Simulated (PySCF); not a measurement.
## Working with the constants of Cl₂⁻

UHF-CCSD(T) constants of Cl₂⁻, doublet, unpaired electrons σ ↑ (Cl def2-TZVPPD; no relativity (PySCF 2.14); masses 34.9689 and 34.9689 u):

| Quantity | Value |
| --- | --- |
| ωe | 252.6 cm⁻¹ |
| ωexe | 1.87 cm⁻¹ |
| Be | 0.14261 cm⁻¹ |
| αe | 0.00123 cm⁻¹ |
| D (centrifugal) | 1.82e-07 cm⁻¹ |
| De to Cl + Cl⁻ | 1.22 eV |

Question: Give the vibrational terms G(v) and spacings up to v = 3.

Answer: G(v) = ωe(v+½) − ωexe(v+½)².

| v | G(v) (cm⁻¹) | G(v) − G(v−1) | Bv (cm⁻¹) |
| --- | --- | --- | --- |
| 0 | 126 |  | 0.1420 |
| 1 | 375 | 249 | 0.1408 |
| 2 | 620 | 245 | 0.1395 |
| 3 | 861 | 241 | 0.1383 |

Question: How well does the Morse estimate ωe²/(4ωexe) reproduce De, and what is D0?

Answer: It gives 1.06 eV, 87 % of the computed De. D0 = De − G(0) = 1.22 − 0.02 = 1.20 eV.

Correlated steps freeze 10 core orbitals. The state was picked by a PBE0 search and need not be the measured ground state.
